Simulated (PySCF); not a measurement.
Orbital picture of AlH⁺

UHF at R = 1.623 Å; basis Al def2-TZVPPD, H def2-TZVPPD; no relativity; PySCF 2.14. State: ²Σ⁺ (doublet), unpaired electrons σ ↑. Only the outer orbitals are listed, counted within each symmetry.

| spin | orbital | occ. | ε (eV) | on Al (%) | main shells (%) |
| --- | --- | --- | --- | --- | --- |
| α | 4σ | 1 | -21.95 | 49 | 50 H s, 43 Al s |
| α | 5σ | 1 | -16.91 | 83 | 47 Al s, 36 Al p, 19 H s |
| α | 2π | 0 | -5.65 | 99 | 98 Al p |
| α | 2π | 0 | -5.65 | 99 | 98 Al p |
| α | 6σ | 0 | -2.52 | 100 | 66 Al s, 24 Al d, 10 Al p |
| β | 4σ | 1 | -19.56 | 63 | 51 Al s, 35 H s, 12 Al p |
| β | 5σ | 0 | -6.72 | 85 | 42 Al s, 39 Al p, 15 H s |
| β | 2π | 0 | -4.95 | 100 | 100 Al p |
| β | 2π | 0 | -4.95 | 100 | 100 Al p |

Q: Which are the highest filled and the lowest empty level, where do they sit, and how wide is the gap?

A: Highest filled α 5σ at -16.91 eV (in %: 47 Al s, 36 Al p, 19 H s); lowest empty β 5σ at -6.72 eV (in %: 42 Al s, 39 Al p, 15 H s); the gap at UHF is 10.19 eV.

* bond order (Mayer): 0.79
* ⟨S²⟩: 0.779
* charge on Al (Mulliken, basis-dependent): 1.05
* charge on Al (Löwdin, basis-dependent): 1.19
* dipole moment (positive dipole points towards H; it is taken about the centre of mass and depends on that origin): -0.53 D
* polarisability along the bond: 28.6 bohr³
* polarisability across the bond: 25.4 bohr³

The state is the lowest determinant that a PBE0 search found; another state may lie lower at other levels.
